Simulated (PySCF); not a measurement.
# C3H2S: excited-state relaxation, vibronic structure

Wanted: excited-state relaxation, vibronic structure for C3H2S (`C#CC=S`).

Programs: PySCF 2.14.0, with routines of our own; each step states its level. All values are computed. Atoms count from 0.

## 1. The system as given

6 atoms, charge 0, multiplicity 1; geometry from: GFN2-xTB.

## 2. Relaxing the molecule at CAM-B3LYP/6-31+G*

What the job is given:

```
{"job": {"xc": "CAM-B3LYP", "basis": "6-31+G*", "grid": 1, "kind": "geom"}, "charge": 0, "multiplicity": 1}
C      1.542056    -0.199507    -0.060413
C      0.359889     0.031537    -0.006518
C     -1.016107     0.241430     0.049004
S     -2.110732    -0.956426    -0.088169
H      2.575011    -0.382396    -0.105471
H     -1.346995     1.267351     0.189992
```

Started as:

```console
$ OMP_NUM_THREADS=1 python excited_run.py task.json out
```

The driver reads the jobs from task.json and runs them one after another.

Standard output:

```text
step   0  E = -513.52891770  max force = 0.018164
step   1  E = -513.52986107  max force = 0.004268
step   2  E = -513.52981319  max force = 0.004173
step   3  E = -513.52993536  max force = 0.002406
step   4  E = -513.52992673  max force = 0.001242
step   5  E = -513.52995236  max force = 0.000899
step   6  E = -513.52997053  max force = 0.000335
step   7  E = -513.52997204  max force = 0.000110
optimisation converged
```

Wall time 17 s (1 thread of Arm Neoverse V1, shared host); peak memory 0.45 GiB.

Along the way: (the energy doesn't fall at every step)

```csv
step,energy from step 0 (eV),largest force component (eV/Å)
0,0.0000,0.9340
1,-0.0257,0.2195
2,-0.0244,0.2146
3,-0.0277,0.1237
4,-0.0275,0.0639
5,-0.0282,0.0462
6,-0.0286,0.0172
7,-0.0287,0.0057
```

Close pairs (by a distance rule), those that changed most:

```csv
bond,before (Å),after (Å),change (Å)
C1–C2,1.393,1.419,+0.026
C0–H4,1.050,1.068,+0.018
C2–H5,1.087,1.092,+0.005
C2–S3,1.628,1.624,-0.004
C0–C1,1.206,1.208,+0.002
```

The final coordinates are the input of the step that follows.

```csv
at the end point,value
point group (found at 0.08 Å tolerance),Cs
"rotational constants (GHz, main isotopes)","43.672, 3.086, 2.882"
dipole moment (D),2.36
```

## 3. Excited-state relaxation: TDA CAM-B3LYP/6-31+G*

What the job is given:

```
{"job": {"kind": "xopt", "state": "S1", "method": "TDA", "freq": true, "xc": "CAM-B3LYP", "basis": "6-31+G*", "grid": 1}, "charge": 0, "multiplicity": 1}
C      1.538818    -0.195842    -0.110997
C      0.342462    -0.037440    -0.061294
C     -1.057074     0.187376    -0.003797
S     -2.190719    -0.975124     0.029465
H      2.593283    -0.359804    -0.154914
H     -1.352720     1.238426     0.018416
```

With the program's defaults for keys left out, this is: TDA CAM-B3LYP/6-31+G* excited-state geometry optimisation, gas phase.

Standard output:

```text
final grid: 26800 points
cycle   1  E = -513.4816674159  dE =  5.767e-01  |g| = 3.724e-01  |ddm| = 1.354e+01
cycle   2  E = -513.4521565412  dE =  2.951e-02  |g| = 5.357e-01  |ddm| = 8.060e+00
cycle   3  E = -513.5290329458  dE = -7.688e-02  |g| = 5.394e-02  |ddm| = 1.277e+00
cycle   4  E = -513.5294562712  dE = -4.233e-04  |g| = 4.424e-02  |ddm| = 3.487e-01
cycle   5  E = -513.5299271429  dE = -4.709e-04  |g| = 1.190e-02  |ddm| = 1.568e-01
cycle   6  E = -513.5299675175  dE = -4.037e-05  |g| = 2.660e-03  |ddm| = 6.281e-02
cycle   7  E = -513.5299711874  dE = -3.670e-06  |g| = 1.260e-03  |ddm| = 3.237e-02
cycle   8  E = -513.5299719601  dE = -7.727e-07  |g| = 3.170e-04  |ddm| = 1.766e-02
cycle   9  E = -513.5299720329  dE = -7.288e-08  |g| = 7.891e-05  |ddm| = 5.537e-03
cycle  10  E = -513.5299720396  dE = -6.635e-09  |g| = 1.828e-05  |ddm| = 1.016e-03
cycle  11  E = -513.5299720400  dE = -4.495e-10  |g| = 5.837e-06  |ddm| = 2.455e-04
converged SCF energy = -513.5299720400

vertical S1 at the ground-state geometry: 2.1086 eV
step    E(state)/Eh    max force   excitation/eV  root
  0    -513.44950528   0.064967     2.1686      1
  1    -513.45292536   0.014932     1.9397      1
  2    -513.45515264   0.010964     1.9099      1
  3    -513.45604499   0.003802     1.8903      1
  4    -513.45622567   0.002049     1.8944      1
  5    -513.45626253   0.001480     1.8933      1
  6    -513.45630307   0.000667     1.8931      1
  7    -513.45630972   0.000218     1.8915      1
optimisation converged
vertical emission 1.8915 eV, adiabatic 2.0045 eV, Stokes shift 0.2171 eV, reorganisation 0.1041 (excited) and 0.1130 eV (ground)
zero-point change -0.0452 eV, 0-0 energy 1.9593 eV
frequencies of the excited state (cm-1): 159 420 487 511 599 693 840 1112 1319 2177 3200 3500
```

Run time: 3.6 min. Hardware: 1 thread of Arm Neoverse V1, shared host; peak memory 0.46 GiB.

In short:

```csv
quantity,value
"vertical absorption, S1",2.11 eV
"adiabatic energy, S1",2.00 eV
"vertical emission, S1",1.89 eV
"Stokes shift, S1",0.22 eV
"geometry moved (RMSD), S1",0.064 Å
```

Bonds of the start that changed most:

```csv
bond,start (Å),end (Å)
C2–S3,1.624,1.694
C1–C2,1.419,1.391
C0–C1,1.208,1.215
C2–H5,1.092,1.088
C0–H4,1.068,1.067
```

## 4. Excited-state relaxation: UKS CAM-B3LYP/6-31+G*

What the job is given:

```
{"job": {"kind": "xopt", "state": "T1", "method": "UKS", "freq": true, "xc": "CAM-B3LYP", "basis": "6-31+G*", "grid": 1}, "charge": 0, "multiplicity": 1}
C      1.538818    -0.195842    -0.110997
C      0.342462    -0.037440    -0.061294
C     -1.057074     0.187376    -0.003797
S     -2.190719    -0.975124     0.029465
H      2.593283    -0.359804    -0.154914
H     -1.352720     1.238426     0.018416
```

With the program's defaults for keys left out, this is: UKS CAM-B3LYP/6-31+G* excited-state geometry optimisation, gas phase.

Standard output:

```text
final grid: 26800 points
cycle   1  E = -513.4816674159  dE =  5.767e-01  |g| = 3.724e-01  |ddm| = 1.354e+01
cycle   2  E = -513.4521565412  dE =  2.951e-02  |g| = 5.357e-01  |ddm| = 8.060e+00
cycle   3  E = -513.5290329458  dE = -7.688e-02  |g| = 5.394e-02  |ddm| = 1.277e+00
cycle   4  E = -513.5294562712  dE = -4.233e-04  |g| = 4.424e-02  |ddm| = 3.487e-01
cycle   5  E = -513.5299271429  dE = -4.709e-04  |g| = 1.190e-02  |ddm| = 1.568e-01
cycle   6  E = -513.5299675175  dE = -4.037e-05  |g| = 2.660e-03  |ddm| = 6.281e-02
cycle   7  E = -513.5299711874  dE = -3.670e-06  |g| = 1.260e-03  |ddm| = 3.237e-02
cycle   8  E = -513.5299719601  dE = -7.727e-07  |g| = 3.170e-04  |ddm| = 1.766e-02
cycle   9  E = -513.5299720329  dE = -7.288e-08  |g| = 7.891e-05  |ddm| = 5.537e-03
cycle  10  E = -513.5299720396  dE = -6.635e-09  |g| = 1.828e-05  |ddm| = 1.016e-03
cycle  11  E = -513.5299720400  dE = -4.495e-10  |g| = 5.837e-06  |ddm| = 2.455e-04
converged SCF energy = -513.5299720400

vertical T1 at the ground-state geometry: 1.5666 eV
step    E(state)/Eh    max force   <S^2>
  0    -513.46880882   0.076406    2.0182
  1    -513.47664138   0.013287    2.0254
  2    -513.47804865   0.008308    2.0254
  3    -513.47861407   0.001351    2.0256
  4    -513.47864466   0.001173    2.0256
  5    -513.47865793   0.000903    2.0255
  6    -513.47867520   0.000343    2.0255
  7    -513.47867760   0.000300    2.0255
optimisation converged
vertical emission 1.1980 eV, adiabatic 1.3958 eV, Stokes shift 0.3686 eV, reorganisation 0.1708 (excited) and 0.1978 eV (ground)
zero-point change -0.0625 eV, 0-0 energy 1.3333 eV
frequencies of the excited state (cm-1): 169 419 467 484 536 692 783 1103 1293 2090 3207 3495
```

Wall time 2.2 min (1 thread of Arm Neoverse V1, shared host); peak memory 0.46 GiB.

Key values:

```csv
quantity,value
"vertical gap at the ground-state geometry, T1",1.57 eV
"adiabatic energy, T1",1.40 eV
"vertical gap at the relaxed geometry, T1",1.20 eV
"difference of the two gaps, T1",0.37 eV
"geometry moved (RMSD), T1",0.057 Å
```

Bonds of the start that changed most:

```csv
bond,start (Å),end (Å)
C2–S3,1.624,1.723
C1–C2,1.419,1.382
C0–C1,1.208,1.219
C2–H5,1.092,1.087
C0–H4,1.068,1.067
```

## 5. Excited-state relaxation: TDA CAM-B3LYP/6-31+G*

What the job is given:

```
{"job": {"kind": "xopt", "state": "T1", "method": "TDA", "xc": "CAM-B3LYP", "basis": "6-31+G*", "grid": 1}, "charge": 0, "multiplicity": 1}
C      1.538818    -0.195842    -0.110997
C      0.342462    -0.037440    -0.061294
C     -1.057074     0.187376    -0.003797
S     -2.190719    -0.975124     0.029465
H      2.593283    -0.359804    -0.154914
H     -1.352720     1.238426     0.018416
```

With the program's defaults for keys left out, this is: TDA CAM-B3LYP/6-31+G* excited-state geometry optimisation, gas phase.

Standard output:

```text
final grid: 26800 points
cycle   1  E = -513.4816674159  dE =  5.767e-01  |g| = 3.724e-01  |ddm| = 1.354e+01
cycle   2  E = -513.4521565412  dE =  2.951e-02  |g| = 5.357e-01  |ddm| = 8.060e+00
cycle   3  E = -513.5290329458  dE = -7.688e-02  |g| = 5.394e-02  |ddm| = 1.277e+00
cycle   4  E = -513.5294562712  dE = -4.233e-04  |g| = 4.424e-02  |ddm| = 3.487e-01
cycle   5  E = -513.5299271429  dE = -4.709e-04  |g| = 1.190e-02  |ddm| = 1.568e-01
cycle   6  E = -513.5299675175  dE = -4.037e-05  |g| = 2.660e-03  |ddm| = 6.281e-02
cycle   7  E = -513.5299711874  dE = -3.670e-06  |g| = 1.260e-03  |ddm| = 3.237e-02
cycle   8  E = -513.5299719601  dE = -7.727e-07  |g| = 3.170e-04  |ddm| = 1.766e-02
cycle   9  E = -513.5299720329  dE = -7.288e-08  |g| = 7.891e-05  |ddm| = 5.537e-03
cycle  10  E = -513.5299720396  dE = -6.635e-09  |g| = 1.828e-05  |ddm| = 1.016e-03
cycle  11  E = -513.5299720400  dE = -4.495e-10  |g| = 5.837e-06  |ddm| = 2.455e-04
converged SCF energy = -513.5299720400

vertical T1 at the ground-state geometry: 1.5809 eV
step    E(state)/Eh    max force   excitation/eV  root
  0    -513.46904068   0.062176     1.6370      1
  1    -513.47077908   0.015905     1.3947      1
  2    -513.47339860   0.012930     1.3957      1
  3    -513.47503913   0.004153     1.3955      1
  4    -513.47516615   0.002278     1.3974      1
  5    -513.47528024   0.001717     1.3900      1
  6    -513.47531575   0.000558     1.3860      1
  7    -513.47531785   0.000403     1.3865      1
optimisation converged
vertical emission 1.3865 eV, adiabatic 1.4872 eV, Stokes shift 0.1944 eV, reorganisation 0.0937 (excited) and 0.1008 eV (ground)
```

Wall time 33 s (1 thread of Arm Neoverse V1, shared host); peak memory 0.46 GiB.

Key values:

```csv
quantity,value
"vertical gap at the ground-state geometry, T1",1.58 eV
"adiabatic energy, T1",1.49 eV
"vertical gap at the relaxed geometry, T1",1.39 eV
"difference of the two gaps, T1",0.19 eV
"geometry moved (RMSD), T1",0.061 Å
```

Bonds of the start that changed most:

```csv
bond,start (Å),end (Å)
C2–S3,1.624,1.689
C1–C2,1.419,1.394
C0–C1,1.208,1.214
C2–H5,1.092,1.086
C0–H4,1.068,1.067
```

## 6. Vibronic structure: TDA CAM-B3LYP/6-31+G*

What the job is given:

```
{"job": {"kind": "vib", "tda": true, "freq": true, "xc": "CAM-B3LYP", "basis": "6-31+G*", "grid": 1}, "charge": 0, "multiplicity": 1}
C      1.538818    -0.195842    -0.110997
C      0.342462    -0.037440    -0.061294
C     -1.057074     0.187376    -0.003797
S     -2.190719    -0.975124     0.029465
H      2.593283    -0.359804    -0.154914
H     -1.352720     1.238426     0.018416
```

With the program's defaults for keys left out, this is: TDA CAM-B3LYP/6-31+G* vertical-gradient vibronic structure (displaced harmonic oscillators, Condon), gas phase.

Standard output:

```text
final grid: 26800 points
cycle   1  E = -513.4816674159  dE =  5.767e-01  |g| = 3.724e-01  |ddm| = 1.354e+01
cycle   2  E = -513.4521565412  dE =  2.951e-02  |g| = 5.357e-01  |ddm| = 8.060e+00
cycle   3  E = -513.5290329458  dE = -7.688e-02  |g| = 5.394e-02  |ddm| = 1.277e+00
cycle   4  E = -513.5294562712  dE = -4.233e-04  |g| = 4.424e-02  |ddm| = 3.487e-01
cycle   5  E = -513.5299271429  dE = -4.709e-04  |g| = 1.190e-02  |ddm| = 1.568e-01
cycle   6  E = -513.5299675175  dE = -4.037e-05  |g| = 2.660e-03  |ddm| = 6.281e-02
cycle   7  E = -513.5299711874  dE = -3.670e-06  |g| = 1.260e-03  |ddm| = 3.237e-02
cycle   8  E = -513.5299719601  dE = -7.727e-07  |g| = 3.170e-04  |ddm| = 1.766e-02
cycle   9  E = -513.5299720329  dE = -7.288e-08  |g| = 7.891e-05  |ddm| = 5.537e-03
cycle  10  E = -513.5299720396  dE = -6.635e-09  |g| = 1.828e-05  |ddm| = 1.016e-03
cycle  11  E = -513.5299720400  dE = -4.495e-10  |g| = 5.837e-06  |ddm| = 2.455e-04
converged SCF energy = -513.5299720400

Singlet excitations (eV, f): 2.109 (0.0000)  4.137 (0.0006)  5.004 (0.3615)  6.183 (0.1082)  6.547 (0.0039)  6.582 (0.0019)

State S1  2.1085 eV  f = 0.00000  H->L 0.98
  relaxed dipole 0.483 D, largest gradient of the excitation energy 0.0510 Eh/bohr
  mode    cm-1        S   lambda/meV  Raman
    9   1395.2    0.2497      43.2   1.000
    8   1158.6    0.2249      32.3   0.621
    7    932.9    0.0675       7.8   0.121
   10   2236.8    0.0209       5.8   0.215
    1    208.1    0.1344       3.5   0.012
    3    530.2    0.0423       2.8   0.024
  reorganisation energy 0.0961 eV, total S 0.744, 0-0 2.0125 eV
  absorption maximum 2.014 eV, width 0.044 eV

State S3  5.0040 eV  f = 0.36151  H-1->L 0.81
  relaxed dipole 3.874 D, largest gradient of the excitation energy 0.1043 Eh/bohr
  mode    cm-1        S   lambda/meV  Raman
   10   2236.8    0.3847     106.7   1.000
    7    932.9    0.4343      50.2   0.196
    1    208.1    1.5921      41.1   0.036
    8   1158.6    0.2471      35.5   0.172
    9   1395.2    0.0871      15.1   0.088
   12   3496.6    0.0096       4.2   0.061
    3    530.2    0.0090       0.6   0.001
    4    663.8    0.0070       0.6   0.002
  reorganisation energy 0.2539 eV, total S 2.771, 0-0 4.7501 eV
  absorption maximum 4.790 eV, width 0.384 eV

State S4  6.1833 eV  f = 0.10818  H->L+1 0.76, H->L+2 0.13
  relaxed dipole 4.688 D, largest gradient of the excitation energy 0.0444 Eh/bohr
  mode    cm-1        S   lambda/meV  Raman
    1    208.1    3.6455      94.1   0.369
    9   1395.2    0.2199      38.0   1.000
    3    530.2    0.3817      25.1   0.251
   11   3154.6    0.0377      14.7   0.875
   10   2236.8    0.0483      13.4   0.565
    7    932.9    0.0795       9.2   0.162
    8   1158.6    0.0378       5.4   0.119
    4    663.8    0.0461       3.8   0.047
  reorganisation energy 0.2040 eV, total S 4.497, 0-0 5.9793 eV
  absorption maximum 6.101 eV, width 0.268 eV

State T1  1.5809 eV  f = 0.00000  H->L 0.98
  relaxed dipole 0.497 D, largest gradient of the excitation energy 0.0479 Eh/bohr
  mode    cm-1        S   lambda/meV  Raman
    9   1395.2    0.2632      45.5   1.000
    8   1158.6    0.1670      24.0   0.438
    7    932.9    0.0658       7.6   0.112
   10   2236.8    0.0162       4.5   0.158
    1    208.1    0.1321       3.4   0.011
    3    530.2    0.0315       2.1   0.017
  reorganisation energy 0.0881 eV, total S 0.681, 0-0 1.4928 eV
  absorption maximum 1.495 eV, width 0.044 eV
```

Run time: 6.6 s. Hardware: 1 thread of Arm Neoverse V1, shared host; peak memory 0.48 GiB.

## 7. Summary of results

| quantity | value |
| --- | --- |
| point group | Cs |
| rotational constants (main isotopes) | 43.67, 3.09, 2.88 GHz |
| vertical absorption, S1 (step 3, TDA CAM-B3LYP/6-31+G*) | 2.11 eV |
| adiabatic energy, S1 (step 3, TDA CAM-B3LYP/6-31+G*) | 2.00 eV |
| vertical emission, S1 (step 3, TDA CAM-B3LYP/6-31+G*) | 1.89 eV |
| Stokes shift, S1 (step 3, TDA CAM-B3LYP/6-31+G*) | 0.22 eV |
| vertical gap at the ground-state geometry, T1 (step 4, UKS CAM-B3LYP/6-31+G*) | 1.57 eV |
| adiabatic energy, T1 (step 4, UKS CAM-B3LYP/6-31+G*) | 1.40 eV |
| vertical gap at the relaxed geometry, T1 (step 4, UKS CAM-B3LYP/6-31+G*) | 1.20 eV |
| difference of the two gaps, T1 (step 4, UKS CAM-B3LYP/6-31+G*) | 0.37 eV |
| vertical gap at the ground-state geometry, T1 (step 5, TDA CAM-B3LYP/6-31+G*) | 1.58 eV |
| adiabatic energy, T1 (step 5, TDA CAM-B3LYP/6-31+G*) | 1.49 eV |
| vertical gap at the relaxed geometry, T1 (step 5, TDA CAM-B3LYP/6-31+G*) | 1.39 eV |
| difference of the two gaps, T1 (step 5, TDA CAM-B3LYP/6-31+G*) | 0.19 eV |
| S1: vertical, reorganisation, 0-0, total S (step 6, TDA CAM-B3LYP/6-31+G*, modes from CAM-B3LYP/6-31+G*) | 2.11, 0.10, 2.01 eV; 0.7 |
| S3: vertical, reorganisation, 0-0, total S (step 6, TDA CAM-B3LYP/6-31+G*, modes from CAM-B3LYP/6-31+G*) | 5.00, 0.25, 4.75 eV; 2.8 |
| S4: vertical, reorganisation, 0-0, total S (step 6, TDA CAM-B3LYP/6-31+G*, modes from CAM-B3LYP/6-31+G*) | 6.18, 0.20, 5.98 eV; 4.5 |

What this shows: The optimisation took 7 steps and gained 0.029 eV; among the close pairs (by a distance rule), C1–C2 changed most, from 1.393 to 1.419 Å. In step 3 (excited-state relaxation), among the bonds C2–S3 changes most, from 1.624 to 1.694 Å. In step 4 (excited-state relaxation), among the bonds C2–S3 changes most, from 1.624 to 1.723 Å. Where no frequencies were run, the relaxed excited state may be a saddle. In step 5 (excited-state relaxation), among the bonds C2–S3 changes most, from 1.624 to 1.689 Å. The vibronic model keeps the ground-state modes and shifts them along the gradient alone, so it can miss much of the relaxation that a full optimisation finds. ΔSCF (UKS) and response values aren't on one footing and may follow different states, so their differences aren't method errors alone, and singlets and triplets from the two don't rank.
